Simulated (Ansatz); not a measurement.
Input for Ansatz (development build ahead of 0.2.0):

```yaml
crystal:
  periodic: [false, false, false]
  atoms:
    - { symbol: Na, position_ang: [0.0, 0.0, -1.85303] }
    - { symbol: Na, position_ang: [0.0, 0.0, 1.85303] }
basis:
  gaussian: { orbitals: def2-SVP }
total_charge: 1
magnetization:
  spin_polarized: true
  initial_magnetization: 1
hamiltonian:
  xc: hf
correlation:
  method: ccsd_t
  frozen_orbitals: { Na: 1 }
```

The input is written out in the form of the current development build from the run's settings.

The run gave:

```json
{
 "Converged": "yes",
 "Reference energy": "-323.44055 hartree",
 "Correlation energy": "-0.00172 hartree",
 "Total energy": "-323.44227 hartree",
 "Stability test": "minimum"
}
```
